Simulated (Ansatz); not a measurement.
`CC(Cl)CF` → `C[CH]CF`• + Cl•  (homolysis of the C–Cl bond)

Gas-phase electronic energies from Ansatz, PBE0-D4/def2-TZVP geometries. CBS: MP2 limit from def2 TZ/QZ plus the TZ coupled-cluster correction, frozen cores. This one scheme is used for every species, atoms too. DFT in def2-TZVPP. No spin–orbit coupling; open shells (•) take unrestricted orbitals. Spin–orbit coupling would lower the free atoms: a little for Cl. Each species was taken in one conformer, which may not be the lowest.

What is ΔE at CCSD(T)/CBS? (Best estimate.)

Ansatz gave: +3.86 eV.

What do these levels give: PBE-D4, r2SCAN-D4, B97M-V, B2PLYP, r2SCAN, BHLYP, LC-ωPBE, HF/def2-SVP, MP2/def2-SVP, HF/def2-TZVPP, CCSD/def2-TZVPP, HF/CBS(def2)? (Best estimate.)

Computed: PBE-D4 3.81, r2SCAN-D4 3.61, B97M-V 3.75, B2PLYP 3.61, r2SCAN 3.60, BHLYP 3.33, LC-ωPBE 3.58, HF/def2-SVP 2.27, MP2/def2-SVP 3.72, HF/def2-TZVPP 2.32, CCSD/def2-TZVPP 3.55, HF/CBS(def2) 2.32 eV.

Largest T1 diagnostic among the species: 0.012.

At CCSD(T), def2-SVP lies −0.35 eV from the extrapolated value and def2-TZVPP −0.15 eV: correlation converges slowly with the basis, and small sets miss more of it in the bonded molecule than in its fragments. Leaving LDA and LC-ωPBE aside and taking each functional with its dispersion term where it has one, the values, not all of them listed here, spread over 0.41 eV, from BHLYP-D4 to ωB97M-V. LDA lies +0.81 eV from PBE without D4, its usual overbinding.
